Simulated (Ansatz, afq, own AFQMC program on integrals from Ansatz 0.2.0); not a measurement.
Two steps: Ansatz 0.2.0 writes the Fock matrix and Cholesky factors of the valence space, and afq projects on them the lowest state that overlaps trial and start.

```yaml
crystal:
  periodic: [false, false, false]
  atoms:
    - {symbol: H, position_ang: [0.000000, 0.000000, -1.547021]}
    - {symbol: H, position_ang: [0.000000, 0.000000, -0.725021]}
    - {symbol: N, position_ang: [0.000000, 0.000000, 1.716063]}
    - {symbol: C, position_ang: [0.000000, 0.000000, 0.555979]}
basis:
  gaussian: {orbitals: cc-pVTZ}
magnetization: {spin_polarized: true, initial_magnetization: 1}
correlation: {method: ccsd_t, electrons: outside_noble_gas, hamiltonian_folder: ham}
```

```sh
$ ansatz run in.yaml --threads 1 --pin off --events-out ev --progress --plain --max-ram 16896MiB --backend cuda --devices 0, --max-vram 18GiB
```

afq runs on the folder ham with

```
--method phaseless --trial cisd --walkers 1600 --populations 20 --least-time 60 --time-step 0.005 --steps-per-block 50 --equilibration-blocks 28 --max-blocks 4000 --target-error 0.0002 --factor-cut 1e-05 --start spin_pure --seed 4988 --release-times 0.24,0.51,0.99,1.62,2.4 --release-step 0.03 --release-every 3 --taylor-order 6
```

Times are imaginary, in 1/Eh. The walk had a cap of 239 s. With eight or more populations the least sampling time is a fifth of least-time, and the error comes from their spread.

Log:

```
orbitals 86  electrons 6 5  factors 503 of 503
reference energy -93.35291363 Eh
CCSD correlation -0.36209128 Eh in 15 cycles, weight of the determinant in the CISD state 0.8174
energy of the start -93.691524 Eh
 block  time / (1/Eh)  mean weight  energy / Eh
     1     0.250  1.0003  -93.704960
     2     0.500  1.0001  -93.716860
     3     0.750  1.0006  -93.720724
     4     1.000  0.9994  -93.724446
     5     1.250  0.9999  -93.730257
    10     2.500  1.0003  -93.737036
    43    10.750  1.0005  -93.738801
    78    19.500  0.9996  -93.735698
   113    28.250  0.9999  -93.735983
   148    37.000  1.0000  -93.739730
   183    45.750  0.9995  -93.734179
   218    54.500  1.0003  -93.735710
   246    61.500  1.0003  -93.732861
   253    63.250  0.9993  -93.733972
   288    72.000  0.9996  -93.735395
   309    77.250  0.9995  -93.740597
   316    79.000  0.9995  -93.736896
error from the spread of 20 populations
released: time / (1/Eh)  energy / Eh  error  mean overlap
  0.24  -93.736185  0.000171  0.9992
  0.51  -93.736759  0.000182  0.9957
  0.99  -93.737296  0.000157  0.9832
  1.62  -93.736347  0.000210  0.9822
  2.40  -93.736962  0.000381  0.9674
energy -93.736140 +/- 0.000194 Eh
(rows thinned)
```

The run passed its tests (sampling time, drift between the halves within three errors, error under three times the target), which doesn't prove that it has relaxed.

Against this walk (error 5.3 meV) on the same determinant: CCSD(T) 56.7 meV higher, CCSDT(Q) 19.1 meV lower. The error is statistical and leaves out the bias of the constraint. The determinant has ⟨S²⟩ = 1.01, so the low cluster orders mix in higher spin (the high orders can go on to a lower state of that spin), while the walk starts as a pure doublet. None of these is a sure reference here. The released energies move by 1.5 errors or more from one time to the next (meV from the phaseless value at times in 1/Eh: -1 ± 5 at 0.24, -17 ± 5 at 0.51, -31 ± 4 at 0.99, -6 ± 6 at 1.62, -22 ± 10 at 2.40), so they give no level.

Cautions: constraint bias not in the error; higher spins were not checked; strong correlation (T1 0.054, weight of the determinant 0.82, largest double 0.09); unrestricted determinant spin contaminated (⟨S²⟩ 1.01 against 0.75); the bias of populations of 80 walkers isn't removed.

The walk took 2.8 min on 1 × NVIDIA H100 80GB HBM3 with 2 threads of AMD EPYC 7R13 Processor (Zen 3), on a shared host (the card was shared). The log's last line is the phaseless energy.

CCSDT and higher add their correlation energy to the determinant of the CCSD(T) run, since their own runs factorise the integrals more tightly (a shift of under 2 meV). A walk keeps the symmetry of its determinant, which the program's search chose and which needn't be the lowest solution, so a lower state of the same spin and another symmetry isn't excluded.
